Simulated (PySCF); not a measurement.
**Continuum solvent and chemical shifts**

Geometry:
```
atom   x (Å)   y (Å)   z (Å)
  C1   2.020   0.032   0.091
  C2   0.564  -0.083   0.522
  C3  -0.216   1.206   0.463
  C4  -1.440   1.033  -0.045
  C5  -1.692  -0.404  -0.406
  C6  -0.283  -1.018  -0.365
  H7   2.584   0.711   0.749
  H8   2.521  -0.949   0.116
  H9   2.093   0.422  -0.937
 H10   0.549  -0.447   1.569
 H11   0.180   2.154   0.838
 H12  -2.194   1.818  -0.147
 H13  -2.369  -0.871   0.335
 H14  -2.184  -0.526  -1.385
 H15  -0.273  -2.062  -0.016
 H16   0.143  -1.015  -1.382
```

GIAO PBE0/pcSseg-1 in PySCF 2.14.0 with density-fitted response routines on one PBE0-D3(BJ)/def2-SVP conformer, non-relativistic, equivalent nuclei averaged. Solvents enter as an IEF-PCM continuum (tetrahydrofuran with ε = 7.4, acetonitrile with ε = 35.7) around the gas-phase geometry. Shifts are referred to TMS computed in the same medium.

Gas phase, δ in ppm: C3 146.0, C4 139.3, C2 43.1, C5 36.1, C6 35.0, C1 22.3, H12 5.88, H11 5.79, H10 2.71, H13 2.38, H14 2.30, H15 1.96, H16 1.10, H7/H8/H9 1.07. Dipole moment 0.23 D.

(1) How does each δ change in the continuum?

(2) Which nuclei move most (in ppm), and what does the model miss?

## Answers

(1) 
```
   atoms                       environment  Δδ, tetrahydrofuran  Δδ, acetonitrile
      C3                         alkene CH                 +1.4              +1.7
      C4                         alkene CH                 +1.4              +1.7
      C2                    allylic sp3 CH                 +0.9              +1.0
      C5                   allylic sp3 CH2                 +0.6              +0.7
      C6                 sp3 CH2 in a ring                 +1.0              +1.2
      C1                     methyl carbon                 +0.1              +0.1
     H12          hydrogen on an alkene CH                +0.12             +0.15
     H11          hydrogen on an alkene CH                +0.12             +0.14
     H10     hydrogen on an allylic sp3 CH                +0.01             +0.02
     H13    hydrogen on an allylic sp3 CH2                +0.02             +0.02
     H14    hydrogen on an allylic sp3 CH2                +0.03             +0.04
     H15  hydrogen on an sp3 CH2 in a ring                +0.03             +0.04
     H16  hydrogen on an sp3 CH2 in a ring                -0.01             -0.02
H7/H8/H9       hydrogen on a methyl carbon                +0.01             +0.01
```

Changes are relative to the gas phase. The dipole moment becomes 0.32 D in tetrahydrofuran, 0.34 D in acetonitrile.

(2) C3 (alkene CH, +1.7 ppm) and C4 (alkene CH, +1.7 ppm) in acetonitrile. A continuum only polarises the solute; specific hydrogen bonds, the anisotropy of aromatic solvents and changes of geometry or conformer are outside it.
